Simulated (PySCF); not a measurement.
## Solvent effects on NMR parameters

Structure with atom numbers: `[CH2:1]=[CH:2][CH2:3][CH2:4][C:5]#[O+:6]`. Each H is labelled by its parent atom. Ha(C1) is cis to C3; Hb(C1) is trans to C3.

GIAO PBE0/pcSseg-1 in PySCF 2.14.0 with density-fitted response routines on one PBE0-D3(BJ)/def2-SVP conformer, non-relativistic, equivalent nuclei averaged. Solvents enter as an IEF-PCM continuum (benzene with ε = 2.3, dichloromethane with ε = 8.9) around the gas-phase geometry. Shifts are referred to TMS computed in the same medium.

In benzene, δ in ppm: C5 163.8, C1 139.0, C2 138.2, C3 36.0, C4 14.4, Ha(C1) 6.24, Hb(C1) 6.21, H(C2) 6.15, H(C4) 3.89, H(C3) 3.22. Dipole moment 3.84 D.

Question: How does each δ change in the more polar medium?

Answer: 
| atoms | environment | Δδ, dichloromethane |
| --- | --- | --- |
| C5 | acylium carbon | +0.8 |
| C1 | terminal =CH2 carbon | -3.6 |
| C2 | alkene CH | +3.7 |
| C3 | allylic sp3 CH2 | 0.0 |
| C4 | sp3 CH2 | +0.9 |
| Ha(C1) | hydrogen on a terminal =CH2 carbon | -0.16 |
| Hb(C1) | hydrogen on a terminal =CH2 carbon | -0.26 |
| H(C2) | hydrogen on an alkene CH | +0.08 |
| H(C4) | hydrogen on an sp3 CH2 | +0.15 |
| H(C3) | hydrogen on an allylic sp3 CH2 | -0.01 |

Changes are relative to benzene. The dipole moment becomes 4.35 D in dichloromethane.

Question: Which nuclei move most (in ppm), and what does the model miss?

Answer: C1 (terminal =CH2 carbon, -3.6 ppm) and C2 (alkene CH, +3.7 ppm) in dichloromethane. A continuum only polarises the solute; specific hydrogen bonds, the anisotropy of aromatic solvents and changes of geometry or conformer are outside it, as are counter-ions.
